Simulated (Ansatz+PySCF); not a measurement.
Results of a calculation; reference values are marked as such.
Input for Ansatz (development build ahead of 0.2.0):

```yaml
crystal:
  periodic: [false, false, false]
  atoms:
    - { symbol: C, position_ang: [0.0, -0.05197, -0.58811] }
    - { symbol: C, position_ang: [0.0, -0.04534, 0.72295] }
    - { symbol: H, position_ang: [0.0, 0.68733, 1.53059] }
    - { symbol: H, position_ang: [0.0, -0.98501, -1.16594] }
    - { symbol: H, position_ang: [0.0, 0.88154, -1.1737] }
basis:
  gaussian: { orbitals: def2-SVP }
magnetization:
  spin_polarized: true
  initial_magnetization: 1
hamiltonian:
  xc: hf
correlation:
  method: mp2
  frozen_orbitals: { C: 1, H: 0 }
```

The input is written out in the form of the current development build from the run's settings.

The run gave:

```
Converged                                                          : yes
Reference energy                                                   : -77.33451 hartree
Correlation energy                                                 : -0.22889 hartree
Total energy                                                       : -77.56340 hartree
Spin squared of the determinant                                    : 0.971
Stability test                                                     : minimum
Occupied orbitals by symmetry in an Abelian subgroup (alpha; beta) : 7 A' 1 A''; 6 A' 1 A''
```

Caution: the unrestricted determinant is spin contaminated.
